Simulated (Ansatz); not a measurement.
H3S⁺, triplet: stretch scan

Starting geometry (PBE0/def2-TZVP stationary point for this spin, not checked as a minimum):

```json
{"atom": "S", "x (Å)": "0.0000", "y (Å)": "-0.0391", "z (Å)": "0.0000"}
{"atom": "H", "x (Å)": "0.0000", "y (Å)": "1.3184", "z (Å)": "0.0000"}
{"atom": "H", "x (Å)": "0.0000", "y (Å)": "-0.0372", "z (Å)": "1.5201"}
{"atom": "H", "x (Å)": "0.0000", "y (Å)": "-0.0372", "z (Å)": "-1.5201"}
```

From there H2 moves along the line of the two atoms named below, all else staying in place; atoms are numbered as listed. Energies are in eV, counted from the starting geometry at the same level.

Basis 6-31G; Ansatz 0.2.0. Only valence electrons are correlated (noble-gas cores frozen).

For open shells CISD is restricted-active-space CI with the open shells as a complete middle space. The reference follows the lowest state, whose symmetry changes along the scan.

Full CI is exact within this basis and frozen core; it isn't the basis-set limit.

```
distance S1-H2 (Å)   CISD
             1.106  1.501
             1.235  0.335
             1.357  0.000
             1.485  0.061
             1.690  0.525
             1.882  1.068
             2.198  1.949
             2.567  1.717
             3.018  1.586
             3.628  1.545
             4.582  1.542
```

Q: Estimate the full CI curve in 6-31G from this one, knowing how CISD errs.

A: The computed full CI values, in eV from the starting point, and the error of CISD against them:
```
distance S1-H2 (Å)  full CI  CISD less full CI
             1.106    1.521             -0.019
             1.235    0.346             -0.011
             1.357    0.000              0.000
             1.485    0.047              0.014
             1.690    0.482              0.043
             1.882    0.989              0.080
             2.198    1.704              0.245
             2.567    1.746             -0.028
             3.018    1.618             -0.033
             3.628    1.578             -0.033
             4.582    1.575             -0.033
```

The error spans 0.278 eV and is largest, 0.245 eV, at 2.198 Å.
